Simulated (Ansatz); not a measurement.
# NaO+ (triplet): wave-function methods side by side, def2-QZVPP

The task here is to estimate one member of a computed series from the others.

Computed with Ansatz 0.2.0, Gaussian basis. Level: def2-QZVPP, core rule «outside noble gas», up to 6 orbitals frozen.

Plan: UHF; ROHF; CCSD(T) on UHF.

2 further runs of the same task are left out: 1 that didn't finish, 1 set aside as unsound or not needed.

## The geometry

The geometry is a PBE0/def2-TZVP stationary point (not a proven minimum) of the parent state, kept for this charge and spin.

2 atoms, charge 1, spin multiplicity 3.

Atoms are counted from 1 here; the program's logs count them from 0.

Bond lengths: O1–Na2 2.047 Å.

Coordinates:

```
O     0.0000    0.0000    0.0000
Na    0.0000    0.0000    2.0468
```

Set-up of the first run:

in.yaml reads:

```yaml
crystal:
  periodic: [false, false, false]
  atoms:
    - {symbol: O, position_ang: [0.000000, 0.000000, 0.000000]}
    - {symbol: Na, position_ang: [0.000000, 0.000000, 2.046800]}
basis:
  gaussian: {orbitals: "def2-QZVPP.json"}
total_charge: 1
magnetization: {spin_polarized: true, initial_magnetization: 2}
hamiltonian: {xc: hf}
output: {orbitals: {seedname: orbitals}}
```

Started as:

```
$ ansatz run in.yaml --threads 1 --pin off --events-out ev --progress --plain --max-ram 2393MiB
```

Steps of the session up to this table: UHF; ROHF; CCSD(T) on UHF.

One of the session's tables, all rows but one given; the rest of the session is left out.

It belongs to the step «Misses and costs». 

| method | from UCCSD(T) (kcal/mol) |
| --- | --- |
| ROHF | +113.43 |
| UHF | +109.35 |
| UMP2 | +11.71 |
| UCCSD | ? |
| UCCSD(T) | 0 |

Estimate the missing values for UCCSD.

The run gave: from UCCSD(T) (kcal/mol): +2.26. In the column «from UCCSD(T) (kcal/mol)» it lies between UCCSD(T) (0) and UMP2 (+11.71).
